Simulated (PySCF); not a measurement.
**Basis-set dependence of population analyses: tetrahydroborate**

Species: tetrahydroborate, BH₄ (charge -1).
SMILES with atom numbers: `[BH4-:1]` (hydrogens: H2, H3, H4, H5 on B1)

PBE0 throughout (PySCF), one geometry, spherical d and f functions. Isolated species at its PBE0-D3(BJ)/def2-SVP geometry, gas phase. The geometry's basis has no diffuse functions. Atoms taken as equivalent share a column and are averaged.

Mulliken charges (e):

| basis | functions | B1 | H2/H3/H4/H5 |
| --- | --- | --- | --- |
| STO-3G | 9 | -0.217 | -0.196 |
| 6-31G | 17 | -0.235 | -0.191 |
| pcSseg-0 | 17 | -0.427 | -0.143 |
| 6-31G* | 22 | -0.304 | -0.174 |
| def2-SVP | 34 | -0.395 | -0.151 |
| cc-pVDZ | 34 | -0.313 | -0.172 |
| pcSseg-1 | 37 | -0.267 | -0.183 |
| 6-311+G(2d,p) | 51 | -0.366 | -0.158 |
| def2-TZVP | 55 | -0.479 | -0.130 |
| aug-cc-pVDZ | 59 | -2.488 | +0.372 |
| IGLO-III | 75 | -0.210 | -0.198 |
| cc-pVTZ | 86 | -0.374 | -0.156 |
| pcSseg-3 | 204 | -0.250 | -0.187 |

IAO charges (e):

| basis | functions | B1 | H2/H3/H4/H5 |
| --- | --- | --- | --- |
| STO-3G | 9 | -0.513 | -0.122 |
| 6-31G | 17 | -0.664 | -0.084 |
| pcSseg-0 | 17 | -0.697 | -0.076 |
| 6-31G* | 22 | -0.635 | -0.091 |
| def2-SVP | 34 | -0.687 | -0.078 |
| cc-pVDZ | 34 | -0.700 | -0.075 |
| pcSseg-1 | 37 | -0.698 | -0.076 |
| 6-311+G(2d,p) | 51 | -0.721 | -0.070 |
| def2-TZVP | 55 | -0.722 | -0.069 |
| aug-cc-pVDZ | 59 | -0.720 | -0.070 |
| IGLO-III | 75 | -0.722 | -0.069 |
| cc-pVTZ | 86 | -0.718 | -0.071 |
| pcSseg-3 | 204 | -0.720 | -0.070 |

Hirshfeld charges (e):

| basis | functions | B1 | H2/H3/H4/H5 |
| --- | --- | --- | --- |
| STO-3G | 9 | -0.252 | -0.187 |
| 6-31G | 17 | -0.297 | -0.176 |
| pcSseg-0 | 17 | -0.296 | -0.176 |
| 6-31G* | 22 | -0.297 | -0.176 |
| def2-SVP | 34 | -0.309 | -0.173 |
| cc-pVDZ | 34 | -0.304 | -0.174 |
| pcSseg-1 | 37 | -0.295 | -0.176 |
| 6-311+G(2d,p) | 51 | -0.300 | -0.175 |
| def2-TZVP | 55 | -0.301 | -0.175 |
| aug-cc-pVDZ | 59 | -0.299 | -0.175 |
| IGLO-III | 75 | -0.301 | -0.175 |
| cc-pVTZ | 86 | -0.300 | -0.175 |
| pcSseg-3 | 204 | -0.301 | -0.175 |

ESP-fitted charges (e):

```json
{"basis": "STO-3G", "functions": "9", "B1": "-0.441", "H2/H3/H4/H5": "-0.140"}
{"basis": "6-31G", "functions": "17", "B1": "-0.264", "H2/H3/H4/H5": "-0.184"}
{"basis": "pcSseg-0", "functions": "17", "B1": "-0.248", "H2/H3/H4/H5": "-0.188"}
{"basis": "6-31G*", "functions": "22", "B1": "-0.316", "H2/H3/H4/H5": "-0.171"}
{"basis": "def2-SVP", "functions": "34", "B1": "-0.379", "H2/H3/H4/H5": "-0.155"}
{"basis": "cc-pVDZ", "functions": "34", "B1": "-0.369", "H2/H3/H4/H5": "-0.158"}
{"basis": "pcSseg-1", "functions": "37", "B1": "-0.230", "H2/H3/H4/H5": "-0.192"}
{"basis": "6-311+G(2d,p)", "functions": "51", "B1": "-0.238", "H2/H3/H4/H5": "-0.191"}
{"basis": "def2-TZVP", "functions": "55", "B1": "-0.296", "H2/H3/H4/H5": "-0.176"}
{"basis": "aug-cc-pVDZ", "functions": "59", "B1": "-0.135", "H2/H3/H4/H5": "-0.216"}
{"basis": "IGLO-III", "functions": "75", "B1": "-0.186", "H2/H3/H4/H5": "-0.203"}
{"basis": "cc-pVTZ", "functions": "86", "B1": "-0.282", "H2/H3/H4/H5": "-0.180"}
{"basis": "pcSseg-3", "functions": "204", "B1": "-0.167", "H2/H3/H4/H5": "-0.208"}
```

Which scheme is steadiest as the basis changes?

Largest range over the bases for any column: Hirshfeld 0.06 e, IAO 0.21 e, ESP-fitted 0.31 e, Mulliken 2.28 e. Hirshfeld charges move least and Mulliken charges most, counted in e. Without the minimal STO-3G basis the ranges are Hirshfeld 0.01, IAO 0.09, ESP-fitted 0.24, Mulliken 2.28 e.

How much do the charges still move between the two largest bases, cc-pVTZ and pcSseg-3?

At most, over all atoms: Mulliken 0.124 e, IAO 0.003 e, Hirshfeld 0.001 e, ESP-fitted 0.115 e.

What do the same runs give for the total energy and the frontier levels?

```csv
basis,energy (Eh),HOMO (eV),LUMO (eV)
STO-3G,-26.7778,1.69,22.22
6-31G,-27.1841,-1.21,11.36
pcSseg-0,-27.1431,-1.72,10.44
6-31G*,-27.1897,-1.18,11.40
def2-SVP,-27.1793,-1.52,10.02
cc-pVDZ,-27.1975,-1.49,9.52
pcSseg-1,-27.2013,-1.80,8.24
"6-311+G(2d,p)",-27.2148,-1.97,4.77
def2-TZVP,-27.2153,-1.88,6.88
aug-cc-pVDZ,-27.2068,-1.96,3.70
IGLO-III,-27.2184,-1.96,5.84
cc-pVTZ,-27.2149,-1.83,8.16
pcSseg-3,-27.2197,-1.98,4.80
```

Where the HOMO energy of this anion is positive, the outermost electrons may be held by the finite basis alone.
